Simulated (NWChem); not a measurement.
System: formic acid (CH₂O₂); SMILES O=CO

NWChem input:

```
start job
memory heap 200 mb stack 900 mb global 1100 mb
geometry units angstroms noautoz
  O      0.121020    -1.128359     0.000000
  C     -0.400509     0.113751     0.000000
  O      0.238457     1.135163     0.000000
  H      1.093099    -1.024214     0.000000
  H     -1.498209     0.046858     0.000000
end
basis spherical
  O library def2-svpd
  C library def2-svpd
  H library def2-svpd
end
dft
  xc slater vwn_5
  iterations 150
  vectors input atomic output neutral.movecs
end
task dft energy
charge 1
dft
  odft
  mult 2
  vectors input atomic output cation.movecs
end
task dft energy
charge -1
dft
  odft
  mult 2
  vectors input atomic output anion.movecs
end
task dft energy
```

Output (shortened):

```
             Northwest Computational Chemistry Package (NWChem) 7.3.0
             --------------------------------------------------------

 CS  symmetry detected

                             Geometry "geometry" -> ""
                             -------------------------

 Output coordinates in angstroms (scale by  1.889725989 to convert to a.u.)

  No.       Tag          Charge          X              Y              Z
 ---- ---------------- ---------- -------------- -------------- --------------
    1 O                    8.0000     0.13054884    -1.11696751     0.00000000
    2 C                    6.0000    -0.40467055     0.11930510     0.00000000
    3 O                    8.0000     0.22297240     1.14771375     0.00000000
    4 H                    1.0000     1.10141798    -1.00208981     0.00000000
    5 H                    1.0000    -1.50156456     0.04028933     0.00000000

 Effective nuclear repulsion energy (a.u.)      69.9810702463

      Symmetry information
      --------------------

 Group name             Cs
 Group number              2
 Group order               2
 No. of unique centers     5

                                 NWChem DFT Module
                                 -----------------

 Summary of "ao basis" -> "ao basis" (spherical)
 ------------------------------------------------------------------------------
       Tag                 Description            Shells   Functions and Types
 ---------------- ------------------------------  ------  ---------------------
 O                         def2-svpd                 9       23   4s3p2d
 C                         def2-svpd                 8       20   4s2p2d
 H                         def2-svpd                 4        8   2s2p

      Symmetry analysis of basis
      --------------------------

        a'         58
        a"         24

            General Information
            -------------------
          SCF calculation type: DFT
          Wavefunction type:  closed shell.
          No. of atoms     :     5
          No. of electrons :    24
           Alpha electrons :    12
            Beta electrons :    12
          Charge           :     0
          Spin multiplicity:     1
          Use of symmetry is: on ; symmetry adaption is: on
          Maximum number of iterations: 150
          AO basis - number of functions:    82
                     number of shells:    34
          Convergence on energy requested:  1.00D-06
          Convergence on density requested:  1.00D-05
          Convergence on gradient requested:  5.00D-04

              XC Information
              --------------
                        Slater Exchange Functional  1.000 local
                      VWN V Correlation Functional  1.000 local

             Grid Information
             ----------------
          Grid used for XC integration:  medium
          Radial quadrature: Mura-Knowles
          Angular quadrature: Lebedev.
          Tag              B.-S. Rad. Rad. Pts. Rad. Cut. Ang. Pts.
          ---              ---------- --------- --------- ---------
          O                   0.60       49          10.0       434
          C                   0.70       49           8.0       434
          H                   0.35       45          10.0       434
          Grid pruning is: on
          Number of quadrature shells:   237
          Spatial weights used:  Erf1

      Superposition of Atomic Density Guess
      -------------------------------------

 Sum of atomic energies:        -188.01217783

      Non-variational initial energy
      ------------------------------

 Total energy =    -189.175227
 1-e energy   =    -395.675735
 2-e energy   =     136.519438
 HOMO         =      -0.407938
 LUMO         =       0.018427

      Symmetry analysis of molecular orbitals - initial
      -------------------------------------------------

  Numbering of irreducible representations:

     1 a'          2 a"

  Orbital symmetries:

     1 a'          2 a'          3 a'          4 a'          5 a'
     6 a'          7 a'          8 a'          9 a"         10 a'
    11 a"         12 a'         13 a"         14 a'         15 a'
    16 a'         17 a"         18 a'         19 a'         20 a"
    21 a'         22 a'

   convergence    iter        energy       DeltaE   RMS-Dens  Diis-err
 ---------------- ----- ----------------- --------- --------- ---------
 d= 0,ls=0.0,diis     1   -188.0778396110 -2.58D+02  2.81D-02  1.42D+00
 d= 0,ls=0.0,diis     2   -187.3484159794  7.29D-01  2.16D-02  8.47D+00
 d= 0,ls=0.0,diis     3   -188.1654310882 -8.17D-01  6.47D-03  5.37D-01
 d= 0,ls=0.0,diis     4   -188.2003795652 -3.49D-02  2.46D-03  1.92D-01
 d= 0,ls=0.0,diis     5   -188.2182617074 -1.79D-02  5.08D-04  2.88D-03
  Resetting Diis
 d= 0,ls=0.0,diis     6   -188.2185150329 -2.53D-04  1.48D-04  2.66D-04
 d= 0,ls=0.0,diis     7   -188.2185460535 -3.10D-05  4.89D-05  7.62D-06
 d= 0,ls=0.0,diis     8   -188.2185457981  2.55D-07  3.29D-05  9.98D-06
 d= 0,ls=0.0,diis     9   -188.2185465452 -7.47D-07  1.19D-05  3.72D-06
 d= 0,ls=0.0,diis    10   -188.2185468954 -3.50D-07  2.08D-06  9.38D-08

         Total DFT energy =     -188.218546895430
      One electron energy =     -397.247361408218
           Coulomb energy =      160.846531647159
    Exchange-Corr. energy =      -21.798787380690
 Nuclear repulsion energy =       69.981070246318

 Numeric. integr. density =       24.000000130176

                  Occupations of the irreducible representations
                  ----------------------------------------------

                     irrep           alpha         beta
                     --------     --------     --------
                     a'               10.0         10.0
                     a"                2.0          2.0

                       DFT Final Molecular Orbital Analysis
                       ------------------------------------

 Vector   10  Occ=2.000000D+00  E=-3.725593D-01  Symmetry=a'
              MO Center= -1.5D-03, -2.0D-01,  9.0D-16, r^2= 2.2D+00
   Bfn.  Coefficient  Atom+Function         Bfn.  Coefficient  Atom+Function
  ----- ------------  ---------------      ----- ------------  ---------------
     6      0.305760  1 O  py                49      0.302639  3 O  py
     5      0.275242  1 O  px                 3     -0.216390  1 O  s
    29     -0.215353  2 C  py                67      0.201611  4 H  s
    28     -0.194013  2 C  px                48      0.192315  3 O  px
    75      0.190627  5 H  s                  9      0.180210  1 O  py

 Vector   11  Occ=2.000000D+00  E=-3.135477D-01  Symmetry=a"
              MO Center=  1.5D-01, -5.8D-02, -1.8D-15, r^2= 1.9D+00
   Bfn.  Coefficient  Atom+Function         Bfn.  Coefficient  Atom+Function
  ----- ------------  ---------------      ----- ------------  ---------------
     7      0.483377  1 O  pz                50     -0.439869  3 O  pz
    10      0.328977  1 O  pz                53     -0.281577  3 O  pz
    30     -0.116688  2 C  pz                13      0.066865  1 O  pz
    56     -0.062784  3 O  pz                35     -0.042610  2 C  d -1
    33     -0.036580  2 C  pz

 Vector   12  Occ=2.000000D+00  E=-2.648119D-01  Symmetry=a'
              MO Center=  3.9D-02,  7.3D-01, -4.6D-16, r^2= 1.5D+00
   Bfn.  Coefficient  Atom+Function         Bfn.  Coefficient  Atom+Function
  ----- ------------  ---------------      ----- ------------  ---------------
    48      0.502589  3 O  px                51      0.327625  3 O  px
    49     -0.298866  3 O  py                27      0.256578  2 C  s
     6     -0.245051  1 O  py                52     -0.204241  3 O  py
    75      0.188793  5 H  s                  9     -0.167684  1 O  py
     4     -0.133305  1 O  s                 54      0.098806  3 O  px

 Vector   13  Occ=0.000000D+00  E=-7.017953D-02  Symmetry=a"
              MO Center= -2.6D-01,  2.3D-01,  2.9D-14, r^2= 1.7D+00
   Bfn.  Coefficient  Atom+Function         Bfn.  Coefficient  Atom+Function
  ----- ------------  ---------------      ----- ------------  ---------------
    30      0.572768  2 C  pz                33      0.406839  2 C  pz
    50     -0.398337  3 O  pz                53     -0.319635  3 O  pz
     7     -0.265010  1 O  pz                10     -0.206750  1 O  pz
    42      0.090172  2 C  d  1              82      0.073181  5 H  pz
    56     -0.066586  3 O  pz                74     -0.062720  4 H  pz

 Vector   14  Occ=0.000000D+00  E=-1.161863D-02  Symmetry=a'
              MO Center=  1.3D+00, -9.7D-01, -1.7D-14, r^2= 3.8D+00
   Bfn.  Coefficient  Atom+Function         Bfn.  Coefficient  Atom+Function
  ----- ------------  ---------------      ----- ------------  ---------------
    27      2.467366  2 C  s                 47     -0.936251  3 O  s
    68     -0.689974  4 H  s                 11      0.627625  1 O  px
    76     -0.592118  5 H  s                 72      0.478732  4 H  px
    12     -0.409668  1 O  py                54      0.351357  3 O  px
    26      0.334384  2 C  s                 39     -0.274591  2 C  d -2

 Vector   15  Occ=0.000000D+00  E= 2.450540D-02  Symmetry=a'
              MO Center= -1.8D+00,  4.6D-02, -1.8D-14, r^2= 5.1D+00
   Bfn.  Coefficient  Atom+Function         Bfn.  Coefficient  Atom+Function
  ----- ------------  ---------------      ----- ------------  ---------------
    27      6.667053  2 C  s                 76     -2.899885  5 H  s
    47     -2.633636  3 O  s                  4     -2.356426  1 O  s
    26      1.218119  2 C  s                 80     -0.900819  5 H  px
    55      0.668164  3 O  py                12     -0.626930  1 O  py
    31     -0.592234  2 C  px                41     -0.374360  2 C  d  0

     Multipole analysis of the density
     ---------------------------------

[...]
```

Level: LDA (Slater exchange, VWN5)/def2-SVPD, vertical spin-unrestricted ions. Coordinates come from a B3LYP/6-31G* (spherical d) optimisation.
